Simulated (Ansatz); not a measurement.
```yaml
crystal:
  periodic: [false, false, false]
  atoms:
    - {symbol: O, position_ang: [-2.719307, -0.748350, -2.231387]}
    - {symbol: C, position_ang: [-0.386585, -0.434012, -0.713785]}
    - {symbol: N, position_ang: [2.314451, -0.790305, -0.788236]}
    - {symbol: C, position_ang: [0.980779, 0.879967, 1.848049]}
    - {symbol: H, position_ang: [-2.313395, -1.969303, -4.072820]}
    - {symbol: H, position_ang: [1.562652, 3.295703, 2.000110]}
    - {symbol: H, position_ang: [0.852720, -0.170660, 3.965083]}
basis:
  gaussian: {orbitals: x2c-TZVPPall}
hamiltonian: {xc: {name: r2SCAN0}, pseudopotentials: {relativity: scalar}}
```

```sh
$ ansatz run in.yaml --threads 2 --pin off --events-out ev --progress --plain --max-ram 4352MiB
```

It prints (some lines left out):

```
Functional definition: r2SCAN0
843 factors; their error is unknown
mean field evaluation 1: about -5550.7424 eV, gradient 1.4e2 eV
mean field evaluation 2: about -4881.5994 eV, gradient 2.8e2 eV
mean field evaluation 4: about -5249.6228 eV, gradient 2.4e2 eV
mean field evaluation 8: about -5619.3504 eV, gradient 1.4e1 eV
mean field evaluation 16: about -5621.2600 eV, gradient 4.6e-2 eV
mean field -5621.26001247 eV, -206.5774952313 hartree, gradient 9.2e-6 eV, S^2 0.000000; 6 other end points of the search recorded, 0 dependent functions left out
reference -5621.26002469 eV, -206.5774956805 hartree; 15, 15 occupied and 151, 151 virtual orbitals, 843 factors
Total energy: -5621.26002469 eV, -206.5774956805 hartree
Relativity: scalar
```

(1) What is wrong with this run?

## Answers

(1) The geometry is stretched to more than twice its size. The run converged. The result belongs to that input, not to the molecule as meant.
